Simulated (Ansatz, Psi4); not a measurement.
## Worked example: the enthalpy of formation of CCl4 (carbon tetrachloride)

The species is CCl4 (5 atoms), meant as a singlet with charge 0. SMILES: `ClC(Cl)(Cl)Cl`. The coordinates come from a PBE0-D4/def2-TZVP relaxation.

Total energies at HSE06/def2-SVP (Psi4 1.11); the atoms run unrestricted:

| species | state | energy (Eh) |
| --- | --- | --- |
| CCl4 | singlet | -1877.696517 |
| Cl | doublet | -459.857213 |
| C | triplet | -37.765072 |

Harmonic wavenumbers at PBE0-D4/def2-TZVP, in cm⁻¹: 217, 217, 317, 317, 317, 471, 790, 791, 791.

Measured heats of formation of the gaseous atoms at 298.15 K, in kJ/mol: Cl 121.3, C 716.9. Spin-orbit lowering of the atoms at 298 K (mean of the ground term's levels less their thermal mean, from spectra), in kJ/mol: Cl 3.44, C 0.02. Take 1 Eh = 2625.50 kJ/mol, 1 cm⁻¹ = 0.0119627 kJ/mol, RT = 2.479 kJ/mol.

Task: Work out the heat of formation of the gas at 298 K.

Result: 
1. Electronic atomisation energy: 4 × (-459.857213) + (-37.765072) − (-1877.696517) = 0.502593 Eh = 1319.6 kJ/mol.
2. Zero-point energy: half the sum of the wavenumbers, 2114 cm⁻¹ = 25.3 kJ/mol.
3. Thermal vibrational enthalpy, Σ hcν̃/(exp(hcν̃/kT) − 1): 7.2 kJ/mol. Translation, rotation and pV of a non-linear molecule: 4 RT = 9.9 kJ/mol.
4. The 5 free atoms carry 5/2 RT each: 31.0 kJ/mol.
5. Spin-orbit coupling lowers the free atoms by 4 × 3.44 + 0.02 = 13.8 kJ/mol.
6. Atomisation enthalpy at 298 K: 1319.6 − 13.8 − 25.3 − 7.2 − 9.9 + 31.0 = 1294.4 kJ/mol.
7. Sum of the atoms' heats of formation: 1202.1 kJ/mol. Heat of formation: 1202.1 − 1294.4 = -92.3 kJ/mol.

The tabulated value is -97.6 kJ/mol (Active Thermochemical Tables), so this level is off by +5.3 kJ/mol, or 0.4 % of the atomisation enthalpy. So close a hit in a small basis owes something to errors that cancel. Anharmonicity and any spin-orbit splitting of the molecule are left out.
